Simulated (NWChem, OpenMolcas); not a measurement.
## BHO2 (oxoborinic acid): methods side by side

The species is BHO2 (4 atoms), meant as a singlet with charge 0. SMILES: `O=BO`. The shape is that of a PBE0-D4/def2-TZVP optimisation.

| atom | x (Å) | y (Å) | z (Å) |
| --- | --- | --- | --- |
| O | -1.5551 | 0.5235 | 0.4285 |
| B | -0.4239 | 0.1320 | 0.2486 |
| O | 0.8167 | -0.3020 | 0.1086 |
| H | 1.1623 | -0.3535 | -0.7857 |

Quantity: the dipole moment, in D. The values are calculated.

```csv
level,kind,program,value (D),CPU time
HF/def2-TZVPP,Hartree–Fock,OpenMolcas,4.22,21 s
BLYP/def2-TZVPP,GGA,NWChem,3.74,22 s
PBE/def2-TZVPP,GGA,OpenMolcas,3.73,58 s
M06-L/def2-TZVPP,meta-GGA,OpenMolcas,3.78,69 s
TPSS/def2-TZVPP,meta-GGA,NWChem,3.75,26 s
BHLYP/def2-TZVPP,global hybrid,OpenMolcas,4.00,51 s
M06-2X/def2-TZVPP,hybrid meta-GGA,OpenMolcas,3.93,62 s
wB97X/def2-TZVPP,range-separated hybrid,NWChem,3.92,2.6 min
```

The values span 3.73 to 4.22 D. CPU times are rough (shared hosts, several kinds of processor): they show what a rung costs within a factor of a few.
